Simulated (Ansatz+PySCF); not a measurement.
Results of a calculation; reference values are marked as such.
## Ansatz (development build ahead of 0.2.0) run

```yaml
crystal:
  periodic: [false, false, false]
  atoms:
    - { symbol: C, position_ang: [0.00542, 0.53945, 0.0] }
    - { symbol: C, position_ang: [0.00542, -0.20415, 1.29157] }
    - { symbol: C, position_ang: [0.00542, -0.20415, -1.29157] }
    - { symbol: H, position_ang: [-0.33169, 1.57092, 0.0] }
    - { symbol: H, position_ang: [0.21261, 0.45477, 2.13848] }
    - { symbol: H, position_ang: [0.21261, 0.45477, -2.13848] }
    - { symbol: H, position_ang: [-0.91994, -0.66701, 1.47587] }
    - { symbol: H, position_ang: [0.75838, -0.99971, 1.28624] }
    - { symbol: H, position_ang: [0.75838, -0.99971, -1.28624] }
    - { symbol: H, position_ang: [-0.91994, -0.66701, -1.47587] }
basis:
  gaussian: { orbitals: cc-pVTZ }
magnetization:
  spin_polarized: true
  initial_magnetization: 1
hamiltonian:
  xc: hf
correlation:
  method: mp2
  frozen_orbitals: { C: 1, H: 0 }
output:
  forces: true
```

The input is written out in the form of the current development build from the run's settings.

The run gave:

```
Converged                                                          : yes
Reference energy                                                   : -117.67749 hartree
Correlation energy                                                 : -0.50382 hartree
Total energy                                                       : -118.18131 hartree
Spin squared of the determinant                                    : 0.763
Stability test                                                     : minimum
Occupied orbitals by symmetry in an Abelian subgroup (alpha; beta) : 8 A' 5 A''; 7 A' 5 A''
```

Forces (eV/Å):
```json
{"atom": "C1", "Fx": "-0.081", "Fy": "0.183", "Fz": "0.000"}
{"atom": "C2", "Fx": "1.534", "Fy": "0.689", "Fz": "-0.179"}
{"atom": "C3", "Fx": "1.534", "Fy": "0.689", "Fz": "0.179"}
{"atom": "H4", "Fx": "0.078", "Fy": "-0.170", "Fz": "0.000"}
{"atom": "H5", "Fx": "0.000", "Fy": "-0.092", "Fz": "-0.130"}
{"atom": "H6", "Fx": "0.000", "Fy": "-0.092", "Fz": "0.130"}
{"atom": "H7", "Fx": "-1.466", "Fy": "-0.725", "Fz": "0.273"}
{"atom": "H8", "Fx": "-0.068", "Fy": "0.121", "Fz": "-0.003"}
{"atom": "H9", "Fx": "-0.068", "Fy": "0.121", "Fz": "0.003"}
{"atom": "H10", "Fx": "-1.466", "Fy": "-0.725", "Fz": "-0.273"}
```
